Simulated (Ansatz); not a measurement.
Rb (bcc, W type): values from a third-order Birch-Murnaghan fit to a volume scan beside measured ones. Computed values: PBE (plane waves to 420 eV, PAW, scalar-relativistic; Ansatz, an electronic-structure program). Rb was relaxed with its symmetry unable to fall. The PAW data are Ansatz's earlier set.

```
quantity                reference                                       kind
----------------------  ---------  -----------------------------------------
Lattice constant a (Å)      5.576  measured, corrected to the static lattice
```

References as given in: Gábor I. Csonka, John P. Perdew, Adrienn Ruzsinszky et al., Physical Review B (2009), arXiv:0903.4037.

**Question.** Estimate the PBE values and the sign and size of each difference.

**Answer.** 
```
quantity                  PBE  difference
----------------------  -----  ----------
Lattice constant a (Å)  5.671      +1.7 %
```

PBE overestimates the lattice constant a by 1.7 %.

(Under strain, the slope of the energy per volume gives the stress and its curvature an elastic modulus.)
